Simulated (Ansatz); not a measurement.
Input file:

```yaml
crystal:
  periodic: [false, false, false]
  atoms:
    - {symbol: Zr, position_ang: [0.000000, 0.000000, 0.000000]}
    - {symbol: N, position_ang: [0.000000, 0.000000, 1.735000]}
basis:
  gaussian: {orbitals: def2-SVP}
total_charge: 1
magnetization: {spin_polarized: true, initial_magnetization: 2}
hamiltonian: {xc: {name: B2PLYP}}
correlation: {electrons: outside_noble_gas}
```

```sh
$ ansatz run in.yaml --threads 1 --pin off --events-out ev --progress --plain --max-ram 2393MiB
```

(1) Roughly how long does this take on 1 thread of Arm Neoverse V2, shared host, and how much host memory?

```
470 factors; integrals over basis functions are off by at most 9.5e-4 eV
mean field evaluation 1: about -2729.7706 eV, gradient 6.2e1 eV
mean field evaluation 2: about -2729.9484 eV, gradient 6.2e1 eV
mean field evaluation 4: about -2748.8838 eV, gradient 9.8e0 eV
mean field evaluation 8: about -2749.6048 eV, gradient 7.3e-1 eV
mean field evaluation 16: about -2749.6125 eV, gradient 3.1e-2 eV
mean field evaluation 32: about -2750.0173 eV, gradient 1.7e-6 eV
mean field evaluation 64: about -2696.2875 eV, gradient 3.5e1 eV
mean field -2750.01732658 eV, -101.0612727232 hartree, gradient 7.8e-6 eV, S^2 2.008900; 6 other end points of the search recorded, 0 dependent functions left out
5 core orbitals not correlated: weight in the atoms' cores, before any rotation towards them, 0.970 or more for the frozen orbitals, at most 0.022 for the correlated occupied ones
reference -2750.01747612 eV, -101.0612782185 hartree; 5, 3 occupied and 35, 37 virtual orbitals, 470 factors
second order -7.74390241 eV of doubles, -0.00000000 eV of singles
Total energy: -2752.10832977 eV, -101.1381156729 hartree
```

## Answers

(1) 5.5 s wall and 0.12 GiB.
